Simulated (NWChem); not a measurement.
Li, doublet

Computed with NWChem. Spin-unrestricted. No stability test was run on the SCF state.

For level B3LYP/def2-QZVP:

| Quantity | Value |
|---|---|
| lowest empty minus highest occupied level, either spin (eV) | 2.21 |

Question: How do the values read with level B3LYP/def2-SVPD instead?

Answer: The lowest empty minus highest occupied level, either spin (eV) is 2.08.
